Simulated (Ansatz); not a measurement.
Two isomers of C4H7ClO: A = `C=CC(Cl)OC`, B = `C/C(Cl)=C/CO`.

Computed with Ansatz on PBE0-D4/def2-TZVP structures; ΔE is electronic, products minus reactants. CCSD(T)/CBS adds triple-zeta CCSD(T) − MP2 to the extrapolated MP2 energy (def2 sets, frozen cores). Functionals use def2-TZVPP. B3LYP here is the variant with VWN-RPA as its local correlation; programs differ in this. One conformer a species, not always the lowest.

(1) Which isomer does CCSD(T)/CBS put lower? Give the gap. (Estimate.)

(2) Give E(B) − E(A) in kcal/mol with ωB97M-V, r2SCAN-D4, MP2/def2-TZVPP, PBE-D4, B3LYP, CCSD/def2-TZVPP, B3LYP-D4. (Best estimate.)

Largest T1 diagnostic: 0.011.

Results:

(1) Ansatz gave: B, by 9.9 kcal/mol.

(2) The calculation gave: ωB97M-V -9.3, r2SCAN-D4 -9.4, MP2/def2-TZVPP -11.1, PBE-D4 -10.2, B3LYP -8.6, CCSD/def2-TZVPP -9.5, B3LYP-D4 -8.4. None reverses the order clearly.

In def2-TZVPP, CCSD(T) changes the Hartree–Fock value by −2.3 kcal/mol (the triples alone add +0.1 kcal/mol) and MP2 by −4.0 kcal/mol.
